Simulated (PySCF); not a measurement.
# Stretching LiS⁺

Set-up: PySCF, no relativity, basis sets Li def2-SVP, S def2-SVP. Energies in eV from Li⁺ + S in their ground configurations at the same level. State: ³Σ⁻ (triplet), unpaired electrons π ↑↑.

```tsv
R (Å)	UHF-CCSD	UHF-SCS-MP2
2.163		-0.5793
2.264	-0.7261	-0.7113
2.364	-0.8000	-0.7862
2.440	-0.8286	-0.8155
2.515	-0.8402	-0.8276
2.591	-0.8387	-0.8266
2.691	-0.8220	-0.8105
2.817	-0.7848	-0.7741
2.968	-0.7259	-0.7162
3.169		-0.6285
```

Problem. Put a parabola through the three lowest points of the UHF-CCSD curve and estimate Re, k and ωe (reduced mass 5.753 u; 1 eV/Å² = 0.16022 mdyn/Å; ωe = 1302.8·√(k/μ) cm⁻¹).

Solution. Through R = 2.44, 2.515, 2.591 Å the second-order coefficient is 1.15 eV/Å², so Re ≈ 2.544 Å, k ≈ 0.370 mdyn/Å and ωe ≈ 330 cm⁻¹. A polynomial fit of higher order to the unrounded UHF-CCSD energies gives Re = 2.542 Å, k = 0.329 mdyn/Å, ωe = 311 cm⁻¹; anharmonicity and rounding make the difference.

The higher-order fit for each curve: UHF-CCSD: Re = 2.542 Å, ωe = 311 cm⁻¹, De = 0.84 eV; UHF-SCS-MP2: Re = 2.546 Å, ωe = 310 cm⁻¹, De = 0.83 eV.

Correlated steps freeze 5 core orbitals. Correlated levels converge slowly with the basis: in double zeta they bind strong bonds too weakly, by up to about 1 eV, and carry superposition errors of some tenths. For an ion De counts to the pair picked by the measured ionisation energies or electron affinities, which need not be the lowest pair at this level. The state is the lowest determinant that a PBE0 search found; another state may lie lower at other levels.
